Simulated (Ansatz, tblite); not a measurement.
# The cluster PdS3−: a ladder of methods and basis sets

One table from this session's results is given with a row withheld; the runs are named, their logs left out.

Program: Ansatz 0.2.0, Gaussian basis. Level of theory: as each input shows. These are calculated values, not measurements.

Levels to be run: GFN1-xTB, GFN2-xTB, PBE-D4/def2-TZVPD, r2SCAN-D4/def2-TZVPD, r2SCANh-D4/def2-TZVPD, PBE-QIDH/def2-TZVPD, LC-ωPBE/def2-TZVPD, ωB97X-V/def2-TZVPD, r2SCAN0-D4/def2-TZVPD, PBE-D4/def2-SVPD, PBE0-D4/def2-SVPD, CCSD(T)/def2-SVPD, MP2/def2-TZVPD, RPA/def2-TZVPD.

3 further runs of the same task are left out: 3 set aside as unsound or not needed. Runs told in other sessions of the task aren't counted.

### The geometry

The geometry is that of the doublet, from an earlier relaxation (PBE0-D4/def2-SVPD). At that level it is the lowest of the isomers that a small search found.

4 atoms, charge -1, spin multiplicity 2.

Bond lengths: Pd1–S2 2.360 Å, Pd1–S3 2.312 Å, Pd1–S4 2.182 Å, S2–S3 2.053 Å. Angles: S2–Pd1–S3 52.1°, S2–Pd1–S4 166.4°, S3–Pd1–S4 141.5°, Pd1–S2–S3 62.7°, Pd1–S3–S2 65.2°.

As a file:

```csv
atom,x (Å),y (Å),z (Å)
Pd1,-0.4353,-0.2354,0.1860
S2,1.5433,0.8320,0.9052
S3,1.2418,0.6742,-1.1194
S4,-2.3497,-1.2709,0.0282
```

Pd takes a core potential in the def2 sets. No spin-orbit coupling is included. The ion is computed in the gas phase, without counter-ions or solvent.

PBE0-D4/def2-TZVPD was run before; its log isn't repeated, and its numbers join the tables.

Set-up of the first run:

Tight binding, by tblite at 300 K electronic temperature and without a spin-polarisation term:

```python
tblite.interface.Calculator('GFN1-xTB', numbers, positions, charge=-1, uhf=1).singlepoint()
```

Tight binding, by tblite at 300 K electronic temperature and without a spin-polarisation term:

```python
tblite.interface.Calculator('GFN2-xTB', numbers, positions, charge=-1, uhf=1).singlepoint()
```

start.molden holds the orbitals of an earlier run on this state, given as this run's starting guess.

Contents of in.yaml:

```yaml
crystal:
  periodic: [false, false, false]
  atoms:
    - {symbol: Pd, position_ang: [-0.435285, -0.235374, 0.186007]}
    - {symbol: S, position_ang: [1.543254, 0.832049, 0.905215]}
    - {symbol: S, position_ang: [1.241766, 0.674190, -1.119400]}
    - {symbol: S, position_ang: [-2.349735, -1.270864, 0.028177]}
basis:
  gaussian: {orbitals: def2-TZVPD, initial_orbitals: start.molden}
total_charge: -1
magnetization: {spin_polarized: true, initial_magnetization: 1}
hamiltonian: {xc: pbe, dispersion: d4}
scf: {omitted_lower_state_checks: [starts]}
output: {orbitals: {seedname: orbitals}}
```

Command:

```bash
ansatz run in.yaml --threads 4 --pin off --events-out ev --progress --plain --max-ram 3916MiB
```

Among the steps run: PBE-D4/def2-TZVPD; r2SCAN-D4/def2-TZVPD; r2SCANh-D4/def2-TZVPD; PBE-QIDH/def2-TZVPD; LC-ωPBE/def2-TZVPD; ωB97X-V/def2-TZVPD; r2SCAN0-D4/def2-TZVPD; PBE-D4/def2-SVPD; PBE0-D4/def2-SVPD; CCSD(T)/def2-SVPD; MP2/def2-TZVPD; RPA/def2-TZVPD.

One table of the session follows, with a row left open; its other results are not shown here.

It belongs to the step «Levels side by side». 

| level | HOMO (eV) | LUMO (eV) | gap (eV) |
| --- | --- | --- | --- |
| PBE-D4/def2-SVPD | -0.41 | -0.36 | 0.05 |
| PBE-D4/def2-TZVPD | -0.36 | -0.29 | 0.06 |
| r2SCAN-D4/def2-TZVPD | -0.43 | -0.16 | 0.27 |
| r2SCANh-D4/def2-TZVPD | -0.84 | 0.22 | 1.06 |
| PBE0-D4/def2-SVPD | -1.42 | 0.49 | 1.91 |
| PBE0-D4/def2-TZVPD | ? | ? | ? |
| r2SCAN0-D4/def2-TZVPD | -1.47 | 0.80 | 2.27 |
| LC-ωPBE/def2-TZVPD | -3.97 | 2.89 | 6.86 |
| ωB97X-V/def2-TZVPD | -3.68 | 2.63 | 6.31 |

Q: Estimate the row for PBE0-D4/def2-TZVPD from the others.

As computed: HOMO (eV): -1.37; LUMO (eV): 0.60; gap (eV): 1.97. In the column «HOMO (eV)» it lies between PBE0-D4/def2-SVPD (-1.42) and r2SCANh-D4/def2-TZVPD (-0.84).

Limits of these values: Doubts: large T1 diagnostic, spin contamination. Notes on CCSD(T)/def2-SVPD: large T1 diagnostic, spin contamination.
